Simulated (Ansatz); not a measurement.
# SiH₅ (doublet): the correlation ladder at distance H1–H2 along a hydrogen transfer = 1.022 Å, cc-pVDZ

Aim: climb from Hartree-Fock through coupled cluster and multireference methods for SiH₅ (doublet) at one geometry and basis, and see what each rung misses.

Method: cc-pVDZ, core rule «outside noble gas», up to 5 orbitals frozen; program: Ansatz 0.2.0, Gaussian basis.

To be run: UHF; CCSD(T) on ROHF; CCSD(T) on UHF; BCCD(T) on ROHF; CISD; CCSDT(Q) on ROHF; CCSDT(Q) on UHF; CASSCF and MRCISD+Q, 3 electrons in 3 orbitals; CASSCF and NEVPT2, 3 electrons in 3 orbitals; CASSCF and MRCISD+Q, 9 electrons in 9 orbitals; CASSCF and NEVPT2, 9 electrons in 9 orbitals.

6 further runs of the same task are left out: 1 for a mislabelled method, 4 that didn't finish, 1 set aside as unsound or not needed.

**1. The geometry**

The geometry derives from fragments relaxed apart (PBE0/def2-TZVP) and kept rigid, so it is no stationary point. A hydrogen atom is moved between rigid fragments.

6 atoms, charge 0, spin multiplicity 2.

Atoms are counted from 1 here; the program's logs count them from 0.

Bond lengths: Si3–H4 1.486 Å, Si3–H5 1.486 Å, Si3–H6 1.486 Å. Angles: H4–Si3–H5 111.3°, H4–Si3–H6 111.3°, H5–Si3–H6 111.3°.

**2. UHF**

in.yaml reads:

```yaml
crystal:
  periodic: [false, false, false]
  atoms:
    - {symbol: H, position_ang: [-2.731828, 0.000000, -0.000002]}
    - {symbol: H, position_ang: [-1.709828, 0.000000, -0.000001]}
    - {symbol: Si, position_ang: [0.100172, 0.000000, 0.000000]}
    - {symbol: H, position_ang: [0.550146, -1.416253, 0.000000]}
    - {symbol: H, position_ang: [0.550146, 0.708126, -1.226511]}
    - {symbol: H, position_ang: [0.550145, 0.708127, 1.226511]}
basis:
  gaussian: {orbitals: cc-pVDZ}
magnetization: {spin_polarized: true, initial_magnetization: 1}
hamiltonian: {xc: hf}
output: {orbitals: {seedname: orbitals}}
```

Run with:

```console
> ansatz run in.yaml --threads 1 --pin off --events-out ev --progress --plain --max-ram 2393MiB
```

After this run come: CCSD(T) on ROHF; CCSD(T) on UHF; BCCD(T) on ROHF; CISD; CCSDT(Q) on ROHF; CCSDT(Q) on UHF; CASSCF and MRCISD+Q, 3 electrons in 3 orbitals; CASSCF and NEVPT2, 3 electrons in 3 orbitals; CASSCF and MRCISD+Q, 9 electrons in 9 orbitals; CASSCF and NEVPT2, 9 electrons in 9 orbitals.

Q: Predict the results of all the runs planned. Wanted: UCCSDT(Q) below the RHF energy; RMP2 from UCCSDT(Q); UMP2 from UCCSDT(Q); RCCSD from UCCSDT(Q); RCCSD(T) from UCCSDT(Q); UCCSD(T) from UCCSDT(Q); RCCSDT(Q) from UCCSDT(Q); NEVPT2 pair from UCCSDT(Q); NEVPT2 valence from UCCSDT(Q).

**Answer**, as computed:

| quantity | value |
| --- | --- |
| UCCSDT(Q) below the RHF energy | -4.7631 eV |
| RMP2 from UCCSDT(Q) | +1078.2 meV |
| UMP2 from UCCSDT(Q) | +1102.6 meV |
| RCCSD from UCCSDT(Q) | +111.3 meV |
| RCCSD(T) from UCCSDT(Q) | +23.7 meV |
| UCCSD(T) from UCCSDT(Q) | +24.7 meV |
| RCCSDT(Q) from UCCSDT(Q) | +0.2 meV |
| NEVPT2 pair from UCCSDT(Q) | +980.8 meV |
| NEVPT2 valence from UCCSDT(Q) | +887.7 meV |
| MRCISD+Q valence from UCCSDT(Q) | +19.4 meV |
| levels within 1 kcal/mol (43 meV) | RCCSD(T), UCCSD(T), BCCD(T), RCCSDT, UCCSDT, RCCSDT(Q), MRCISD+Q valence |
| T1 diagnostic | 0.024 |
| effectively unpaired electrons | 1.02 |

In words: RCCSD(T) lands +23.7 meV from the yardstick (0.5 % of the correlation energy). One determinant dominates. Of the multireference levels listed MRCISD+Q valence comes nearest in total energy (+19.4 meV), which doesn't show that its space is the better one. These misses are within one basis, not against nature; the frozen cores of restricted and unrestricted runs differ, which can shift their rows.
